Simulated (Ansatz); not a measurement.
All numbers were calculated with Ansatz.

C4H7FO, SMILES `FC1CCCO1`. Charge 0, multiplicity 1. All single points use the PBE0-D4/def2-TZVP geometry.

```xyz
13

F     0.350    1.544    1.476
C     0.901    0.428    0.849
C    -0.129   -0.680    0.834
C    -0.959   -0.287   -0.384
C     0.095    0.317   -1.305
O     1.181    0.721   -0.462
H     1.834    0.216    1.375
H    -0.692   -0.730    1.765
H     0.380   -1.635    0.676
H    -1.478   -1.129   -0.842
H    -1.701    0.462   -0.104
H    -0.267    1.186   -1.857
H     0.485   -0.413   -2.021
```

Problem. What is the dipole moment at PBE/def2-TZVPP? (Best estimate.)

Solution. The calculation gave: 2.46 D, with components (-0.96, -2.17, -0.65) D in this frame, pointing from negative to positive charge.

Problem. And with r2SCAN, B3LYP, ωB97M-V? (Estimate.)

Solution. The calculation gave: r2SCAN 2.54 D, B3LYP 2.61 D, ωB97M-V 2.60 D.

Problem. Give the Mulliken charges with PBE, B3LYP, r2SCAN in def2-TZVPP. (An estimate is asked.)

Solution. The calculation gave: 
| atom | PBE | B3LYP | r2SCAN |
| --- | --- | --- | --- |
| F1 | -0.20 | -0.25 | -0.25 |
| C2 | 0.19 | 0.27 | 0.32 |
| C3 | -0.13 | -0.14 | -0.07 |
| C4 | -0.15 | -0.16 | -0.08 |
| C5 | 0.00 | 0.03 | 0.11 |
| O6 | -0.22 | -0.30 | -0.30 |
| H7 | 0.06 | 0.08 | 0.02 |
| H8 | 0.08 | 0.08 | 0.05 |
| H9 | 0.07 | 0.07 | 0.04 |
| H10 | 0.07 | 0.08 | 0.04 |
| H11 | 0.09 | 0.09 | 0.05 |
| H12 | 0.07 | 0.08 | 0.04 |
| H13 | 0.07 | 0.08 | 0.03 |

B3LYP here is the variant with VWN-RPA as its local correlation; programs differ in this.
